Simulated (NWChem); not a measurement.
**Correlation energy of ammonia (H3N)**

```
N
H 1 1.0309
H 1 1.0310 2 104.01
H 1 1.0310 2 104.01 3 -108.62
```
Charge 0, spin multiplicity 1.

All runs are NWChem calculations. All single points use one geometry, from PBE/def2-SVP, a minimum by its harmonic frequencies.

Basis set: cc-pVDZ. Each correlation energy counts from its own Hartree-Fock reference.

```
method        correlation energy (mHa)  difference from CCSD(T)
------------  ------------------------  -----------------------
RI-MP2                          -188.0                    +20.4
MP2                             -188.0                    +20.4
SCS-MP2                         -188.6                    +19.8
CR-CCSD[T]                      -207.9                     +0.5
CR-CCSD(T)                      -207.9                     +0.5
CCSD                            -204.4                     +4.0
CCSD+T(CCSD)                    -208.5                     -0.1
CCSD(T)                         -208.4                      0.0
CCSDT                           -208.7                     -0.3
```

The values span 20.7 mHa, from CCSDT (lowest) to RI-MP2 (highest). 

The correlated methods keep 1 core orbital frozen. No row is a measurement; the coupled-cluster row has its own basis-set and correlation limits.
